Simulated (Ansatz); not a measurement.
# Width of the whole s-p valence band of rock-salt NaCl at several levels of theory

No measured value is used here.

```json
[
 {"level (code)": "LDA (Ansatz)", "value (eV)": "12.61"},
 {"level (code)": "BLYP (Ansatz)", "value (eV)": "12.65"},
 {"level (code)": "PBE (Ansatz)", "value (eV)": "12.66"},
 {"level (code)": "RPBE (Ansatz)", "value (eV)": "12.64"},
 {"level (code)": "r²SCAN (Ansatz)", "value (eV)": "13.21"},
 {"level (code)": "B3LYP (VWN-RPA form) (Ansatz)", "value (eV)": "13.63"},
 {"level (code)": "HSE06 (Ansatz)", "value (eV)": "13.84"},
 {"level (code)": "PBE0 (Ansatz)", "value (eV)": "13.88"},
 {"level (code)": "Hartree–Fock (Ansatz)", "value (eV)": "17.41"}
]
```

Widths are read from band energies on the run's k points.  Values are at the measured cell. Cutoffs and k meshes differ between the levels. Ansatz's density-functional and Hartree–Fock values are scalar-relativistic unless marked +SOC, with PAW data made under PBE.

Ansatz is a program for electronic structure.
